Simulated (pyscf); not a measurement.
`[AlH2][Cl]` + `[CH3]` [doublet] -> `[AlH][Cl]` [doublet] + `[CH4]`, a hydrogen abstraction (doublet surface; Al–H broken, C–H formed). Single points on ωB97X-D3(BJ)/def2-SVP structures (PySCF, gas phase). MP2 and CC: frozen core, UHF for open shells. ΔMP2 is the change of the MP2 total energy from the triple- to the quadruple-zeta basis. Energies in eV from the separated reactants.

Small-basis levels: PySCF, no dispersion term, spherical d functions. Open shells are spin-unrestricted. 

Q: Quick SVWN5/6-31G* single points give ΔE‡ = -0.37 eV and ΔE = -1.57 eV. What does CCSD(T)/def2-TZVPP + ΔMP2(QZVPP) give, and how far is the quick result from it?

A: CCSD(T)/def2-TZVPP + ΔMP2(QZVPP) gives ΔE‡ = 0.32 eV and ΔE = -1.05 eV. SVWN5/6-31G* lies 0.68 eV under it in the barrier and 0.53 eV under it in the reaction energy, so on this step it does not hold to within 0.13 eV. At SVWN5/6-31G* this geometry lies under one side, so its ΔE‡ may be no barrier of that level. CCSD(T)/def2-TZVPP + ΔMP2(QZVPP) has limits of its own. This is the saddle that the search found; another between the same sides may lie lower. The angle at the transferred H is 176°. The CCSD(T) − MP2 part came from Ansatz, without density fitting, on the same reference.
